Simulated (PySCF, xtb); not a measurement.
isobutane (C4H10), SMILES CC(C)C.

GFN2-xTB in xtb 6.7.1 at its own geometry gives an orbital gap of 14.15 eV and a dipole moment of 0.04 D.

Coordinates come from a B3LYP-D3(BJ)/def2-SVP optimisation.

**Question.** What does PBE/def2-TZVP (PySCF) give? (The exact figures need the calculation; the answer reports its results.)

**Answer.** gap 7.91 eV (levels -7.57 and 0.34 eV), dipole 0.14 D.
